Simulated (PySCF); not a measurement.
Molecule: `InChI=1S/C2H6O2S/c1-5(2,3)4/h1-2H3`.

Numbering as in the mapped SMILES `[CH3:1][S:2]([CH3:3])(=[O:4])=[O:5]`; H(Xn) means a hydrogen on atom n.

Geometry PBE0-D3(BJ)/def2-SVP throughout; GIAO in PySCF 2.14.0 with density-fitted response routines, gas phase, one conformer, non-relativistic; equivalent atoms averaged; functional PBE0.

For orientation, pcSseg-0 gives these shifts δ (against TMS, CS2, H2O at the same level): C1/C3 53.1, S2 267.7, O4/O5 239.0, H(C1)/H(C3) 3.06 ppm.

A run gave: C1/C3 43.0, S2 266.9, O4/O5 211.5, H(C1)/H(C3) 2.39 ppm (shifts δ (against TMS, CS2, H2O at the same level)).

Question: Which basis set was used in that run?
A. cc-pVDZ
B. cc-pVTZ
C. 6-311+G(2d,p)
D. def2-SVP

Answer: A. S2 tells them apart best: cc-pVDZ gives 266.9, cc-pVTZ gives 298.6, 6-311+G(2d,p) gives 322.9, def2-SVP gives 281.4 ppm.
